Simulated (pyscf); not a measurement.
cyclic H₆O₃Si₃ (SMILES O1[SiH2]O[SiH2]O[SiH2]1) + F–CH•–F → cyclic H₅O₃Si₃ (SMILES O1[SiH]O[SiH2]O[SiH2]1) [doublet] + F–CH₂–F, a hydrogen abstraction (doublet surface; H–Si broken, C–H formed). Structures and frequencies: ωB97X-D3(BJ)/def2-SVP in PySCF. Energies in kcal/mol from the separated reactants.

Small-basis levels: PySCF, no dispersion term, spherical d functions. GFN2-xTB: tblite. Open shells are spin-unrestricted. 

```json
[
 {"level": "SVWN5/6-31G*", "barrier": "-8.4", "reaction energy": "-11.4"},
 {"level": "PBE/6-31G*", "barrier": "1.4", "reaction energy": "-10.2"},
 {"level": "B3LYP/3-21G", "barrier": "-1.1", "reaction energy": "-11.3"},
 {"level": "M06-2X/6-31G*", "barrier": "5.9", "reaction energy": "-10.0"},
 {"level": "PBE/def2-SVP", "barrier": "1.7", "reaction energy": "-9.5"},
 {"level": "B3LYP/def2-SVP", "barrier": "8.3", "reaction energy": "-7.5"},
 {"level": "GFN2-xTB", "barrier": "3.2", "reaction energy": "-6.6"},
 {"level": "ωB97M-D3(BJ)/def2-TZVP", "barrier": "10.5", "reaction energy": "-7.3"}
]
```

Against the last row the barrier runs from -18.9 (SVWN5/6-31G*) to -2.2 kcal/mol (B3LYP/def2-SVP). At SVWN5/6-31G*, B3LYP/3-21G this geometry lies under one side, so the entry may be no barrier of that level: it is a single point on another level's saddle. ωB97M-D3(BJ)/def2-TZVP has limits of its own. One saddle was located; it need not be the lowest between these sides. The angle at the transferred H is 140°.
